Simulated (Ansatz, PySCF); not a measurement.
System: CS, charge 0, singlet. CS (SMILES [C-]#[S+]).
B3LYP-D3(BJ)/def2-TZVP minimum from Ansatz (an electronic-structure program):
```
C
S 1 1.5320
```
Charge 0, spin multiplicity 1.

Total energies in hartree (Ansatz). Open shells are spin-unrestricted; no spin-orbit coupling. Cores are frozen in correlated methods. No relativity. The T1 diagnostic of CS ([C-]#[S+], singlet) reaches 0.025 in the sets run.

| species | HF/cc-pV(T+d)Z | CCSD(T)/cc-pV(T+d)Z | HF/cc-pV(Q+d)Z | CCSD(T)/cc-pV(Q+d)Z | CCSD(T)/cc-pV(5+d)Z | CCSDT(Q)/cc-pV(5+d)Z |
|---|---|---|---|---|---|---|
| 1: CS (SMILES [C-]#[S+]) | -435.35520 | -435.69550 | -435.36101 | -435.72152 | -435.72979 | -435.73204 |
| 2: C (triplet) | -37.69157 | -37.78076 | -37.69331 | -37.78654 | -37.78824 | -37.78872 |
| 3: S (triplet) | -397.50938 | -397.65444 | -397.51264 | -397.66785 | -397.67178 | -397.67275 |

Problem. Work out the enthalpy of formation at 298 K (by atomisation, with ideal-gas terms from PySCF's Hessian at B3LYP-D3(BJ)/def2-TZVP and the atoms' measured values of the G2/97 table; no spin-orbit terms) in kcal/mol: take Hartree-Fock from cc-pV(Q+d)Z, extrapolate the CCSD(T) correlation energy as X^-3 (X = 3, 4), and add CCSDT(Q) - CCSD(T) in cc-pV(5+d)Z. The further terms named in the bracket sum to +0.37974 hartree. 1 hartree = 627.51 kcal/mol.

Solution. 
Species 1: correlation (64·(-0.36051) - 27·(-0.34030))/37 = -0.37526; step -0.00225; E1 = -435.36101 + (-0.37526) + (-0.00225) = -435.73852
Species 2: correlation (64·(-0.09323) - 27·(-0.08919))/37 = -0.09618; step -0.00048; E2 = -37.69331 + (-0.09618) + (-0.00048) = -37.78997
Species 3: correlation (64·(-0.15521) - 27·(-0.14506))/37 = -0.16262; step -0.00097; E3 = -397.51264 + (-0.16262) + (-0.00097) = -397.67623
+1·E1 -1·E2 -1·E3 +0.37974 = 0.10742 hartree = 67.4 kcal/mol. Measured: 66.9 kcal/mol, 279.9 kJ/mol (G2/97 table in ASE (Curtiss et al.)); atomic spin-orbit terms, which the calculations lack, would raise the computed values. The composite differs from it by +0.5 kcal/mol; core, relativistic and spin-orbit terms are not in it.
